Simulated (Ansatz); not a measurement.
Born–Oppenheimer molecular dynamics of BH₃NO (6 atoms, charge -1, multiplicity 1). It goes on from the last frame of an earlier run, with new velocities.

Method: Ansatz 0.2.0, RKS B3LYP/def2-SVP.

- ensemble: NVT, Nosé–Hoover chain
- time step: 0.5 fs
- steps asked: 150
- set temperature: 1000 K
- thermostat: time constant 50 fs, chain length 1
- seed: 29942

Frames 1 fs apart, positions in Å.

Velocities at 35.0 fs (Å/ps):

```
N -6.72 -2.53 -1.95
B 2.36 4.87 14.90
O -1.88 -1.00 -5.20
H 32.93 -12.38 10.62
H 35.02 42.47 1.45
H 29.96 -31.36 -62.31
```

```xyz
6
Properties=species:S:1:pos:R:3 time_fs=35.0 energy_less_start_eV=-0.186 T=1426
N -0.361 0.275 -0.703
B 0.432 -0.083 0.531
O 0.443 0.489 1.712
H -0.333 -0.313 -1.522
H -0.995 1.075 -0.702
H 1.212 -1.097 0.285
6
Properties=species:S:1:pos:R:3 time_fs=36.0 energy_less_start_eV=-0.146 T=1356
N -0.368 0.273 -0.704
B 0.434 -0.078 0.546
O 0.441 0.488 1.707
H -0.301 -0.325 -1.513
H -0.959 1.116 -0.701
H 1.240 -1.126 0.222
6
Properties=species:S:1:pos:R:3 time_fs=37.0 energy_less_start_eV=-0.043 T=1163
N -0.374 0.270 -0.705
B 0.437 -0.073 0.561
O 0.439 0.487 1.701
H -0.271 -0.335 -1.508
H -0.922 1.150 -0.705
H 1.261 -1.151 0.160
6
Properties=species:S:1:pos:R:3 time_fs=38.0 energy_less_start_eV=0.084 T=924
N -0.380 0.268 -0.703
B 0.440 -0.069 0.574
O 0.437 0.486 1.695
H -0.244 -0.341 -1.506
H -0.881 1.175 -0.713
H 1.274 -1.166 0.101
6
Properties=species:S:1:pos:R:3 time_fs=39.0 energy_less_start_eV=0.195 T=711
N -0.385 0.266 -0.700
B 0.443 -0.066 0.585
O 0.435 0.485 1.689
H -0.219 -0.341 -1.506
H -0.839 1.191 -0.727
H 1.280 -1.173 0.050
6
Properties=species:S:1:pos:R:3 time_fs=40.0 energy_less_start_eV=0.261 T=587
N -0.389 0.264 -0.696
B 0.447 -0.065 0.591
O 0.432 0.485 1.685
H -0.196 -0.333 -1.506
H -0.795 1.200 -0.747
H 1.277 -1.169 0.008
6
Properties=species:S:1:pos:R:3 time_fs=41.0 energy_less_start_eV=0.261 T=590
N -0.393 0.261 -0.690
B 0.450 -0.066 0.592
O 0.430 0.486 1.683
H -0.175 -0.317 -1.506
H -0.751 1.206 -0.774
H 1.267 -1.157 -0.023
6
Properties=species:S:1:pos:R:3 time_fs=42.0 energy_less_start_eV=0.194 T=722
N -0.397 0.258 -0.683
B 0.453 -0.068 0.588
O 0.428 0.487 1.683
H -0.155 -0.292 -1.506
H -0.709 1.212 -0.805
H 1.251 -1.135 -0.043
6
Properties=species:S:1:pos:R:3 time_fs=43.0 energy_less_start_eV=0.086 T=935
N -0.400 0.254 -0.674
B 0.455 -0.072 0.579
O 0.427 0.489 1.684
H -0.135 -0.262 -1.507
H -0.668 1.219 -0.841
H 1.230 -1.107 -0.049
6
Properties=species:S:1:pos:R:3 time_fs=44.0 energy_less_start_eV=-0.020 T=1143
N -0.402 0.250 -0.665
B 0.458 -0.077 0.566
O 0.425 0.491 1.686
H -0.114 -0.229 -1.509
H -0.628 1.227 -0.877
H 1.205 -1.072 -0.041
6
Properties=species:S:1:pos:R:3 time_fs=45.0 energy_less_start_eV=-0.074 T=1253
N -0.405 0.246 -0.655
B 0.460 -0.082 0.550
O 0.424 0.493 1.689
H -0.091 -0.196 -1.513
H -0.589 1.234 -0.912
H 1.178 -1.033 -0.021
6
Properties=species:S:1:pos:R:3 time_fs=46.0 energy_less_start_eV=-0.042 T=1196
N -0.408 0.242 -0.645
B 0.462 -0.088 0.533
O 0.423 0.496 1.692
H -0.066 -0.164 -1.519
H -0.551 1.236 -0.941
H 1.153 -0.996 0.010
```

Of the whole run (75 fs, mean temperature of the second half 859 K): The conserved energy stayed within 0.33 meV per atom of its start (net change 0.071 meV per atom), so the integration is sound. The mean temperature of the second half is 14 % below the set value. A run of 0.075 ps of so small a system gives no equilibrium averages. Limits of this set-up: an anion without diffuse functions.

Run time: 4.5 min on 1 thread of Arm Neoverse N1, with other jobs on the host, peak memory 0.11 GiB.
